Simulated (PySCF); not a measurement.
# First hyperpolarisability: 1,1-dichloroethane, C₂H₄Cl₂

Cartesian coordinates in Å; atom numbers follow the order of the lines, from 1:
```xyz
8

C    -0.8108   -0.0261   -0.1546
C     0.6367    0.0350    0.2480
Cl    1.4351    1.4477   -0.4769
Cl    1.4843   -1.4582   -0.2110
H    -1.3176    0.8874    0.1608
H    -1.2880   -0.8837    0.3226
H    -0.8994   -0.1264   -1.2363
H     0.7665    0.1354    1.3226
```

Method used: PySCF, quadratic response CAM-B3LYP/aug-cc-pVTZ first hyperpolarisability, Taylor convention, gas phase. Geometry: PBE0-D3(BJ)/def2-TZVP.

Task: What is the first hyperpolarisability, and how does it disperse?

Result: In au, Taylor convention; the vector part is βᵢ = ⅓ Σⱼ (βᵢⱼⱼ + βⱼᵢⱼ + βⱼⱼᵢ); β∥ is 3/5 of the vector part along the dipole, the dipole points from − to +:
```csv
process,λ (nm),β vector norm,β∥,β HRS,depolarisation ratio
"static β(0;0,0)",∞,10.9,0.9,14.0,1.66
"second harmonic β(−2ω;ω,ω)",1907,11.4,0.9,14.5,1.67
"Pockels β(−ω;ω,0)",1907,11.1,0.9,–,–
"second harmonic β(−2ω;ω,ω)",1064,12.7,1.0,15.8,1.67
"Pockels β(−ω;ω,0)",1064,11.5,0.9,–,–
```

Task: Which lowest excitations, dipole and polarisabilities go with it?

Result: S1 7.02 eV (f = 0.000); S2 7.04 eV (f = 0.013); S3 7.37 eV (f = 0.000); dipole 2.10 D; isotropic α 55.0 au static, 55.1 au at 1907 nm, 55.4 au at 1064 nm, 55.5 au at 953.5 nm, 56.7 au at 532 nm.
